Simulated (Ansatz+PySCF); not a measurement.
## singlet LiF: levels of theory in one basis

```xyz
2

Li    0.0000    0.0000   -2.5852
F     0.0000    0.0000    0.8617
```

Basis set: STO-3G (spherical functions). Frozen core: 1 orbital. Charge 0, multiplicity 1.

Computed with Ansatz (development build ahead of 0.2.0); each method stands on the lowest determinant of its kind that the runs found.

```csv
method,E − E(RHF) (eV),<S²> of the determinant
RHF,0.00,0.00
UHF,-4.99,1.00
RHF-MP2,-3.24,–
UHF-MP2,-5.00,1.00
RHF-CCSD,-5.01,–
UHF-CCSD,-5.00,1.00
RHF-CCSD(T),-5.04,–
UHF-CCSD(T),-5.01,1.00
full CI (lowest root of this spin),-5.02,–
```

At such a shape the full CI root can have another spatial symmetry than the determinants, so the rows needn't describe one state.

Task: Is a single determinant a sound starting point here?

Result: It is doubtful. Unrestricted orbitals lower Hartree–Fock by 4.99 eV and <S²> is 1.00 where a pure state has 0.00, a sign of strong static correlation.

Caution for RHF, RHF-MP2, RHF-CCSD, RHF-CCSD(T): an unrestricted determinant lies well below. Caution for UHF, UHF-MP2, UHF-CCSD, UHF-CCSD(T): the unrestricted determinant is a mixture of spin states. Caution for RHF-MP2, UHF-MP2, UHF-CCSD, UHF-CCSD(T): large amplitudes, a single reference is doubtful. Caution for RHF-MP2: the program doubts this total. Caution for UHF-MP2, UHF-CCSD, UHF-CCSD(T): a plain start can end on a higher determinant. Caution for RHF-CCSD, RHF-CCSD(T): very large amplitudes, the method is breaking down; the amplitudes may be one of several solutions.
